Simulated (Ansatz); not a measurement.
`C/C(=C/F)CF` → `CC/C(F)=C\F`  (isomerisation)

Calculated with Ansatz (gas phase, PBE0-D4/def2-TZVP geometries, no zero-point term in ΔE). CCSD(T)/CBS adds triple-zeta CCSD(T) − MP2 to the extrapolated MP2 energy (def2 sets, frozen cores). Double bonds are as drawn, so ΔE can hold a change between cis and trans. DFT in def2-TZVPP. One conformer a species, not always the lowest.

```tsv
level	ΔE (kcal/mol)	difference from CCSD(T)/CBS
PBE-D4	1.2	-0.9
ωB97M-V	1.5	-0.6
BLYP	1.5	-0.6
r2SCANh	1.4	-0.7
LC-ωPBE	0.9	-1.2
MP2/def2-SVP	1.3	-0.8
MP2/def2-TZVPP	2.5	0.4
CCSD/def2-TZVPP	2.0	-0.1
MP2/def2-QZVPP	2.5	0.4
SCS-MP2/def2-QZVPP	2.5	0.4
CCSD(T)/CBS	2.1	0
```

Largest T1 diagnostic among the species: 0.011.

Leaving LDA and LC-ωPBE aside and taking each functional with its dispersion term where it has one, the values, not all of them listed here, spread over 0.9 kcal/mol, from PBE-D4 to BHLYP-D4. At CCSD(T), def2-SVP lies −1.0 kcal/mol from the extrapolated value and def2-TZVPP −0.1 kcal/mol.

CCSD(T)/CBS has its own doubt, a few kJ/mol and more with outer-core shells, so smaller differences from it don't rank the levels.
